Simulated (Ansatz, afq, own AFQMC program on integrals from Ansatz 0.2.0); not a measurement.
Atomization energy of C3H8GeO, singlet

| atom | x (Å) | y (Å) | z (Å) |
| --- | --- | --- | --- |
| C | -1.3307 | -0.6657 | -0.2132 |
| C | -0.0713 | 0.0000 | 0.3143 |
| C | 1.1205 | -0.9416 | 0.3375 |
| O | 0.2395 | 1.1054 | -0.5152 |
| Ge | 0.3097 | 2.7807 | 0.1077 |
| H | -2.1745 | 0.0404 | -0.2056 |
| H | -1.1759 | -1.0009 | -1.2505 |
| H | -1.6035 | -1.5377 | 0.4005 |
| H | -0.2645 | 0.3518 | 1.3504 |
| H | 2.0091 | -0.4322 | 0.7395 |
| H | 1.3546 | -1.2808 | -0.6834 |
| H | 0.9153 | -1.8242 | 0.9624 |
| H | 0.6920 | 3.3701 | -1.3296 |

Atoms in their ground-state spins without spin–orbit coupling (mostly on UHF) minus the molecule (RHF), without zero-point energy. The geometry is a stationary point, not shown to be a minimum.

Basis def2-SVP. Noble-gas cores (and the filled d shells of Ga–Kr and In–Xe) are frozen. Ansatz 0.2.0 and our own AFQMC program on the same integrals; the CISD trial comes from CCSD amplitudes, and released means the phaseless constraint is let go. Error bars are statistical, one sigma. No spin–orbit coupling. The errors of all members are added in quadrature.

No full CI on the walks' own integrals is used here. The released AFQMC energy serves as the reference, which it does only where one determinant dominates, the energy is flat over the last release times and near the phaseless one (40 meV or 2 meV an electron, half that with transition metals). On small molecules, where full CI could be run and the noise was under 10 meV, such values lay within 10 meV of it in 19 cases of 20, a flattering rate, since the rule was set on those same cases; what remains of the bias isn't in the error bar. Each member takes its own surest rung, up to full CI.

The best estimate is CCSD(T) at the basis-set limit (CBS: def2-TZVPP and def2-QZVPP, with their diffuse functions for anions and beside diffuse sets, MP2 extrapolated, CCSD(T) minus MP2 from TZVPP) plus the step from CCSD(T) to AFQMC with the constraint released in def2-SVP. Rows without CBS are in def2-SVP, the functionals in def2-TZVP; B2PLYP and the wave-function rows carry a basis error of their own. Core correlation and relativity beyond core potentials are missing, and ± holds the sampling alone.

Cautions: inner d shell frozen; no relativity below Rb; no spin-orbit coupling; C₃H₈GeO (singlet): the released value is read at 0.63 1/Eh with a noise of 13 meV, more than in the cases checked, later times being too noisy (meV from the phaseless value at times in 1/Eh: -22 ± 13 at 0.21, -28 ± 12 at 0.42, -16 ± 13 at 0.63, -25 ± 18 at 0.90); other spins of the molecule weren't checked.

Best estimate: 4855.4 ± 1.3 kJ/mol.

| level | atomization energy (kJ/mol) | error against the best estimate (kJ/mol) |
| --- | --- | --- |
| HF | 3587.7 | -1267.7 ± 1.3 |
| MP2 | 4660.2 | -195.3 ± 1.3 |
| CCSD | 4585.1 | -270.3 ± 1.3 |
| CCSD(T) | 4633.0 | -222.4 ± 1.3 |
| ph-AFQMC/CISD | 4637.0 ± 0.9 | -218.4 ± 1.5 |
| released AFQMC | 4637.4 ± 1.3 | -218.0 |
| HF/CBS | 3545.7 | -1309.8 ± 1.3 |
| MP2/CBS | 4900.7 | 45.2 ± 1.3 |
| CCSD(T)/CBS | 4851.0 | -4.4 ± 1.3 |
| PBE | 4911.9 | 56.4 ± 1.3 |
| r2SCAN | 4846.4 | -9.0 ± 1.3 |
| PBE0 | 4828.7 | -26.8 ± 1.3 |
| B3LYP | 4805.7 | -49.7 ± 1.3 |
| wB97M-V | 4848.4 | -7.1 ± 1.3 |
| B2PLYP | 4777.0 | -78.4 ± 1.3 |

Correlation beyond CCSD(T) adds 4.4 ± 1.3 kJ/mol. Going to the basis-set limit adds 218.0 kJ/mol at CCSD(T). The perturbative (T) step is worth +47.9 kJ/mol.

Best estimates are given only where the step beyond CCSD(T) is under 0.3 eV and no member's determinant is very poor (T1 over 0.05, or 0.07 for open shells, ⟨S²⟩ too high by 0.3, two states mixed), so the hardest cases are missing from such tables.

The functionals ran in a triple-zeta set and keep a basis error of their own, a few kJ/mol for each bond in atomization energies and more for double hybrids, so close places among them and the extrapolated levels can swap.

Each member of a difference takes its own highest rung, so a best estimate needn't equal the limit plus the step of one row. Released energies are given only where the last usable release times agree within the noise; a slower fall can still hide under it.
